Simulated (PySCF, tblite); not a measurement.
**C₄H₉OS radical: geometry, infrared bands and EPR parameters**

Wanted: the infrared bands and EPR parameters of C₄H₉OS radical (`CCO[CH]CS`), by calculation.

The runs use tblite 0.8.0 and PySCF 2.14.0, with density-fitted response routines of our own; the level of theory stands in each step. All values are computed, except where a source is named. Atoms count from 0, in the outputs and in this text.

## Step 1: The starting structure

15 atoms, charge 0, multiplicity 2; geometry from: force field or distance geometry start.

Bonds of the start (Å): C0–C1 1.51, C1–O2 1.36, O2–C3 1.39, C3–C4 1.54, C4–S5 1.80, C0–H6 1.12, C0–H7 1.11, C0–H8 1.11, C1–H9 1.14, C1–H10 1.13, C3–H11 1.10, C4–H12 1.10, C4–H13 1.09, S5–H14 1.42.

## Step 2: Geometry optimisation with GFN2-xTB

What the job is given:

```
{"job": {"kind": "relax", "xc": "GFN2-xTB", "basis": "xTB"}, "charge": 0, "multiplicity": 2}
C      2.133000     0.102000    -0.429700
C      1.289000    -0.421600     0.711400
O      0.028200     0.088400     0.741600
C     -0.666100    -0.202800    -0.424800
C     -2.150900    -0.408600    -0.080000
S     -2.944400     1.202600    -0.249800
H      3.063700    -0.514100    -0.465000
H      2.373600     1.182200    -0.304800
H      1.561500    -0.053100    -1.370900
H      1.813900    -0.235400     1.705500
H      1.303800    -1.542000     0.591300
H     -0.652500     0.594300    -1.186200
H     -2.303400    -0.802100     0.940100
H     -2.548100    -1.100200    -0.829100
H     -2.305700     2.118300     0.628600
```

On the command line:

```bash
OMP_NUM_THREADS=1 python probes_run.py task.json out
```

One launch serves the whole session: the jobs run in the order shown.

**Question.** This job is followed by: GFN2-xTB harmonic vibrations, gas phase; UKS B3LYP, pcH-1 on C H O S, non-relativistic, mean-field spin-orbit, GIAO. What will the session give for the following? strongest single infrared mode (GFN2-xTB); zero-point energy (GFN2-xTB); g(iso) (B3LYP); ⟨S²⟩; largest a(iso) (averaged by class); potential on the surface of density 0.002 e/bohr³, 1st and 99th percentile.

The runs gave:

```
                                                                  quantity                  value
                                 strongest single infrared mode (GFN2-xTB)  2465 cm⁻¹, 132 km/mol
                                              zero-point energy (GFN2-xTB)          74.6 kcal/mol
                                                            g(iso) (B3LYP)                2.00366
                                                                      ⟨S²⟩     0.757 (exact 0.75)
                                        largest a(iso) (averaged by class)    13C on C3, 81.7 MHz
potential on the surface of density 0.002 e/bohr³, 1st and 99th percentile     -1.18 V and 0.97 V
```

What this shows: Relaxing lowered the energy by 1.077 eV in 132 steps; the close pair that moved most is C4–S5, from 1.804 to 1.980 Å. No mode is imaginary among the 39: a minimum at this level. The strongest single mode, at 2465 cm⁻¹, moves mainly H14. Unscaled tight-binding wavenumbers are off by several per cent, some by more. Its intensities can rank the bands wrongly. The largest share of the spin, 0.76 e, sits on C3. The isotropic g lies 1.3 ppt above the free-electron value. These values are for one conformer; the search (at its own cheap level) found 2 more, at 0.17, 1.09 kcal/mol, and measured spectra average over such forms.
